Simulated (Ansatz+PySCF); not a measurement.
**doublet C₆H₅: levels of theory in one basis**

```xyz
11

C    -0.0253    1.3966    0.0000
C     1.1520    0.7017    0.0000
C     1.1434   -0.6602    0.0000
C    -0.0317   -1.3485    0.0000
C    -1.2221   -0.6764    0.0000
C    -1.1601    0.6698    0.0000
H    -0.0351    2.4925    0.0000
H     2.1049    1.2453    0.0000
H     2.0928   -1.2083    0.0000
H    -0.0260   -2.4456    0.0000
H    -2.1761   -1.2159    0.0000
```

Basis set: cc-pVTZ (spherical functions). Frozen core: 6 orbitals. Correlation on ROHF uses semicanonical orbitals with singles. Charge 0, multiplicity 2.

Computed with Ansatz (development build ahead of 0.2.0); each method stands on the lowest determinant of its kind that the runs found.

```tsv
method	E − E(ROHF) (eV)	<S²> of the determinant
ROHF	0.00	0.75
UHF	-0.26	1.18
ROHF-MP2	-24.83	–
ROHF-CCSD(T)	-26.89	–
```

(1) What does UHF-MP2 give on the same scale?

## Answers

(1) -24.08 eV.

Caution for UHF, UHF-MP2: the unrestricted determinant is spin contaminated. Caution for ROHF-MP2, UHF-MP2: forces differ strongly between restricted and unrestricted references.
